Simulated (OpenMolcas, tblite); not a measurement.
**How methods differ on CH8BN (SMILES [BH3-][NH2+]C)**

CH8BN: 11 atoms, total charge 0, spin state singlet. SMILES: `[BH3-][NH2+]C`. Geometry: relaxed at PBE0-D4/def2-TZVP.

Each level gives the HOMO–LUMO gap (eV). The values are calculated.

| level | kind | program | value (eV) | CPU time |
| --- | --- | --- | --- | --- |
| GFN1-xTB | semi-empirical | tblite | 6.58 | under 2 s |
| IPEA1-xTB | semi-empirical | tblite | 5.67 | under 2 s |
| HF/cc-pVDZ | Hartree–Fock | OpenMolcas | 14.99 | 10 s |
| SVWN5/cc-pVDZ | LDA | OpenMolcas | 5.96 | 42 s |
| BLYP/cc-pVDZ | GGA | OpenMolcas | 5.97 | 57 s |
| M06-L/cc-pVDZ | meta-GGA | OpenMolcas | 7.18 | 71 s |
| B3LYP/cc-pVDZ | global hybrid | OpenMolcas | 7.84 | 56 s |
| B2PLYP/cc-pVDZ | double hybrid | OpenMolcas | 10.78 | 39 s |

The values span 5.67 to 14.99 eV. Orbital gaps aren't excitation energies, and those of double hybrids come from the SCF part alone; they tend to grow with the share of exact exchange. CPU times are rough (shared hosts, several kinds of processor and program).
